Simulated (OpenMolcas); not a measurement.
# A workflow on NOF (nitrosyl fluoride)

Aim: a single-point energy (singlet NOF, HF/ANO-XS-MB), then the energy (singlet NOF, CASSCF(10,8)/ANO-XS-VDZP), then a single-point energy (singlet NOF, CASPT2(10,8)/ANO-XS-VDZP), then the energy (singlet NOF, CASPT2(10,8)/ANO-XS-VDZP) of FNO. 

The results are computed with OpenMolcas 26.06.

### 1 Starting point

NOF has 3 atoms, charge 0, and is taken as a singlet. As SMILES, `O=NF`. The coordinates come from a PBE0-D4/def2-TZVP relaxation.

Bond lengths: O1–N2 1.127 Å, N2–F3 1.483 Å. Angles: O1–N2–F3 110.4°.

### 2 The energy at HF/ANO-XS-MB (DKH2) (run 1)

The input, geom.xyz:

```xyz
3

O      0.868350     0.242970     0.504740
N      0.148930    -0.482540     0.029910
F     -1.017290     0.239580    -0.534650
```

The input, step1.input:

```
* FNO Hartree-Fock
&GATEWAY
COORD=geom.xyz
BASIS=ANO-XS-MB
GROUP=NoSym
&SEWARD
RELATIVISTIC=R02E00
&SCF
PRORBITALS=0
```

Launch:

```
$ export MOLCAS_MEM=1860
$ pymolcas step1.input > step1.log
```

The log of the run:

```text
--- Start Module: gateway ---
[...]
--- Stop Module: gateway /rc=_RC_ALL_IS_WELL_ ---
--- Start Module: seward ---
[...]
      Basis functions           15
--- Stop Module: seward /rc=_RC_ALL_IS_WELL_ ---
--- Start Module: scf ---
[...]
       Convergence after  11 Iterations
[...]
::    Total SCF energy                               -228.5022769395
[...]
      Total spin, S                                     0.0000000000
[...]
      Total electronic charge=   24.000000
      Total            charge=   -0.000000
[...]
      Dipole Moment (debye):
      Origin of the operator (angstrom)=   -0.0684    0.0343   -0.0340
                   X=  7.0502E-01               Y= -1.0170E+00               Z=  2.7856E-01           Total=  1.2684E+00
      Quadrupole Moment (debye*angstrom):
[...]
--- Stop Module: scf /rc=_RC_ALL_IS_WELL_ ---
[...]
```

Wall time 1.4 s (1 thread of Arm Neoverse V2, shared host); peak memory 0.37 GiB.

### 3 A single-point energy at CASSCF(10,8)/ANO-XS-VDZP (DKH2, RICD fitting) (run 2)

geom.xyz is that of step 2.

The input, step2.input:

```
* FNO CASSCF
>>> EXPORT MOLCAS_PRINT=2

&GATEWAY
 Coord=geom.xyz
 Basis=ANO-XS-MB
 Group=NoSym

&SEWARD
 Relativistic=R02E00

&RASSCF
 FileOrb=$CurrDir/step1.ScfOrb
 Spin=1
 Nactel=10 0 0
 Inactive=7
 Ras2=8
 OrbListing=Nothing
>>> COPY $Project.RunFile RUNFIL1
>>> COPY $Project.RasOrb INPORB

&GATEWAY
 Coord=geom.xyz
 Basis=ANO-XS-VDZP
 Group=NoSym
 RICD

&SEWARD
 Relativistic=R02E00
>>> COPY $Project.RunFile RUNFIL2

&EXPBAS

&RASSCF
 FileOrb=$Project.ExpOrb
 Spin=1
 Nactel=10 0 0
 Inactive=7
 Ras2=8
 OrbListing=Nothing
 OrbAppear=Compact
```

Launch:

```
$ export MOLCAS_MEM=1860
$ pymolcas step2.input > step2.log
```

The log of the run:

```text
--- Start Module: gateway ---
[...]
      Basis functions           15
[...]
      Number of active orbitals                  8
[...]
      Spin quantum number                      0.0
[...]
      Active orbitals                            8
[...]
      Number of CSFs                          1176
[...]
      Number of root(s) required                 1
[...]
      Convergence after 12 iterations
[...]
      printout of CI-coefficients larger than  0.05 for root  1
      energy=    -228.648719
      conf/sym  11111111     Coeff  Weight
             1  22222000   0.94683 0.89649
             6  22220020  -0.17440 0.03041
            14  222udud0  -0.06487 0.00421
            15  222uudd0   0.09327 0.00870
            18  222u0d20   0.05072 0.00257
           192  2ud22ud0   0.05887 0.00347
[...]
      Natural orbitals and occupation numbers for root  1
      sym 1:   1.978218   1.929861   1.978781   1.980923   1.914859   0.090464   0.104677   0.022217
      ************************************************************************************************************************
      *                                                    Final results                                                     *
[...]
::    RASSCF root number  1 Total energy:   -228.64871921
[...]
      Basis functions           42
[...]
--- Start Module: expbas ---
[...]
      Convergence after 12 iterations
[...]
      Natural orbitals and occupation numbers for root  1
      sym 1:   1.977871   1.934039   1.977256   1.986537   1.937522   0.080009   0.083591   0.023176
      ************************************************************************************************************************
      *                                                    Final results                                                     *
[...]
::    RASSCF root number  1 Total energy:   -228.94430560
[...]
```

It took 3.9 s on 1 thread of Arm Neoverse V2, shared host; peak memory 0.37 GiB.

### 4 A single-point energy at CASPT2(10,8)/ANO-XS-VDZP (DKH2, RICD fitting, ipea shift 0.25 Eh, pt2 variant SS) (run 3)

geom.xyz is that of step 3.

The input, step3.input:

```
&GATEWAY
 Coord = geom.xyz
 Basis = ANO-XS-VDZP
 Group = NoSym
 RICD

&SEWARD
 Relativistic = R02E00

&RASSCF
 FileOrb = $CurrDir/step2.RasOrb
 Spin = 1
 Nactel = 10 0 0
 Inactive = 7
 Ras2 = 8
 OrbListing = Nothing
 OrbAppear = Compact

&CASPT2
 Imaginary = 0.2
```

Launch:

```
$ export MOLCAS_MEM=1860
$ pymolcas step3.input > step3.log
```

The log of the run:

```text
--- Start Module: gateway ---
[...]
      Basis functions           42
[...]
--- Start Module: rasscf ---
[...]
      Number of active orbitals                  8
[...]
      Spin quantum number                      0.0
[...]
      Active orbitals                            8
[...]
      Number of CSFs                          1176
[...]
      Number of root(s) required                 1
[...]
      Convergence after  7 iterations
[...]
      printout of CI-coefficients larger than  0.05 for root  1
      energy=    -228.944306
      conf/sym  11111111     Coeff  Weight
             1  22222000   0.95428 0.91066
             6  22220020  -0.14842 0.02203
            14  222udud0  -0.05489 0.00301
            15  222uudd0   0.07748 0.00600
           185  22022002  -0.05142 0.00264
           197  2ud22u0d  -0.06326 0.00400
[...]
      Natural orbitals and occupation numbers for root  1
      sym 1:   1.977871   1.934042   1.977256   1.986542   1.937535   0.080000   0.083579   0.023175
      ************************************************************************************************************************
      *                                                    Final results                                                     *
[...]
::    RASSCF root number  1 Total energy:   -228.94430560
[...]
      Total electronic charge=   24.000000
      Total            charge=   -0.000000
[...]
      Dipole Moment (debye):
      Origin of the operator (angstrom)=   -0.0684    0.0343   -0.0340
                   X=  1.2171E+00               Y= -3.4547E-01               Z=  6.3329E-01           Total=  1.4148E+00
      Quadrupole Moment (debye*angstrom):
[...]
      E2 (Variational):          -0.3751729104
      Total energy:            -229.3194785139
[...]
      Reference weight:           0.92255
[...]
::    CASPT2 Root  1     Total energy:   -229.31947851
[...]
```

Run time: 2.9 s. Hardware: 1 thread of Arm Neoverse V2, shared host; peak memory 0.083 GiB.

### 5 The distorted shape: a single-point energy at CASPT2(10,8)/ANO-XS-VDZP (DKH2, RICD fitting, ipea shift 0.25 Eh, pt2 variant SS) (run 4)

The input, step4.inp:

```
* FNO CASPT2
>>> EXPORT MOLCAS_PRINT=2

&GATEWAY
 Coord
 3
 angstrom
 O        1.048178       0.424320       0.623430
 N        0.148930      -0.482540       0.029910
 F       -1.017290       0.239580      -0.534650
 Basis
 ANO-XS-VDZP
 Group
 NoSym
 RICD

&SEWARD
 Relativistic
 R02E00

&RASSCF
 FileOrb
 $CurrDir/step2.RasOrb
 Spin
 1
 Nactel
 10 0 0
 Inactive
 7
 Ras2
 8
 OrbListing
 Nothing
 OrbAppear
 Compact

&CASPT2
 Imaginary
 0.2
```

Launch:

```
$ export MOLCAS_MEM=1860
$ pymolcas step4.inp > step4.log
```

The log of the run:

```text
--- Start Module: gateway ---
[...]
      Basis functions           42
[...]
--- Start Module: rasscf ---
[...]
      Number of active orbitals                  8
[...]
      Spin quantum number                      0.0
[...]
      Active orbitals                            8
[...]
      Number of CSFs                          1176
[...]
      Number of root(s) required                 1
[...]
      Convergence after 14 iterations
[...]
      printout of CI-coefficients larger than  0.05 for root  1
      energy=    -228.883990
      conf/sym  11111111     Coeff  Weight
             1  22222000   0.91809 0.84289
             6  22220020  -0.15674 0.02457
            14  222udud0  -0.06143 0.00377
            15  222uudd0   0.08252 0.00681
           185  22022002  -0.09610 0.00923
           197  2ud22u0d  -0.11176 0.01249
[...]
      Natural orbitals and occupation numbers for root  1
      sym 1:   1.977320   1.839675   1.938533   1.983376   1.924357   0.178133   0.097956   0.060651
      ************************************************************************************************************************
      *                                                    Final results                                                     *
[...]
::    RASSCF root number  1 Total energy:   -228.88399030
[...]
      Total electronic charge=   24.000000
      Total            charge=   -0.000000
[...]
      Dipole Moment (debye):
      Origin of the operator (angstrom)=   -0.0097    0.0935    0.0048
                   X=  2.9010E-01               Y= -3.6000E-01               Z=  1.2094E-01           Total=  4.7790E-01
      Quadrupole Moment (debye*angstrom):
[...]
      E2 (Variational):          -0.3774675730
      Total energy:            -229.2614578696
[...]
      Reference weight:           0.91845
[...]
::    CASPT2 Root  1     Total energy:   -229.26145787
[...]
```

It took 3.3 s on 1 thread of Arm Neoverse V2, shared host; peak memory 0.083 GiB.

### 6 The series

```csv
run,level,integral approximation,active rule,partner,energy (Eh),dipole moment (D) of the reference,wall time
1,HF/ANO-XS-MB (DKH2),none,–,base,-228.502277,1.27,1.4 s
2,"CASSCF(10,8)/ANO-XS-VDZP (DKH2, RICD fitting)",RICD,frontier window,base,-228.944306,1.41,3.9 s
3,"CASPT2(10,8)/ANO-XS-VDZP (DKH2, RICD fitting, ipea shift 0.25 Eh, pt2 variant SS)",RICD,frontier window,base,-229.319479,1.41,2.9 s
4,"CASPT2(10,8)/ANO-XS-VDZP (DKH2, RICD fitting, ipea shift 0.25 Eh, pt2 variant SS)",RICD,frontier window,O1–N2 1.41 Å,-229.261458,0.48,3.3 s
```

### 7 Outcome

| quantity | value |
| --- | --- |
| distorted shape: total energy | -229.26146 Eh |
| distorted shape: dipole moment (CASSCF density) | 0.48 D |
| energy change with the O1–N2 bond stretched from 1.127 to 1.408 Å | 1.579 eV |

What this shows: With the O1–N2 bond stretched from 1.127 to 1.408 Å the energy rises by 1.58 eV (152 kJ/mol). The first shape isn't relaxed at this level, so the change isn't measured from a minimum. In run 1 the basis is minimal, so the values are rough. All runs together took 12 s, the longest 3.9 s.
